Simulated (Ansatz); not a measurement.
A made-up structure of CH5AlN, doublet:

| atom | x (Å) | y (Å) | z (Å) |
| --- | --- | --- | --- |
| C1 | -0.0653 | 0.7806 | 0.6709 |
| N2 | -0.6994 | 0.5666 | -0.5385 |
| Al3 | 0.8427 | -0.7833 | 0.1858 |
| H4 | -1.7160 | 0.5238 | -0.6102 |
| H5 | -0.1944 | 0.8542 | -1.3767 |
| H6 | -0.7405 | 0.7352 | 1.4868 |
| H7 | 2.1201 | -0.6179 | -0.7281 |
| H8 | 0.4536 | -2.0781 | 1.0074 |

It is relaxed with PBE-D4/def2-SVP and then PBE0-D4/def2-TZVP (Ansatz 0.2.0). Atoms count as bonded within 1.22 times the sum of their covalent radii (H–H: 0.88 Å). The end point is not checked to be a true minimum.

(1) Does its bonding change? (Judge from chemistry; the calculation decides.)

## Answers

(1) The calculation gives: No: no bond forms or breaks.

Where it ends: The first stage lowers the energy by 0.38 eV in 10 steps. It ends as CH₅AlN ([CH]1[NH2][AlH2]1):
C1  (-0.138, 0.676, 0.836)
N2  (-0.624, 0.349, -0.527)
Al3  (0.862, -0.831, 0.218)
H4  (-1.597, 0.063, -0.571)
H5  (-0.466, 1.076, -1.218)
H6  (-0.603, 1.515, 1.345)
H7  (2.235, -0.578, -0.539)
H8  (0.331, -2.289, 0.554)
(Å)

Labels in which every atom is bracketed show which atoms are joined, not bond orders.

For scale, one of the runs: PBE0-D4/def2-TZVP relaxation, 129 basis functions, launched by `ansatz run in.yaml --threads 2 --pin off --events-out ev --progress --plain --max-ram 4352MiB`. The run took about 75 s on 2 CPU threads of an Arm Neoverse V1 (shared host).
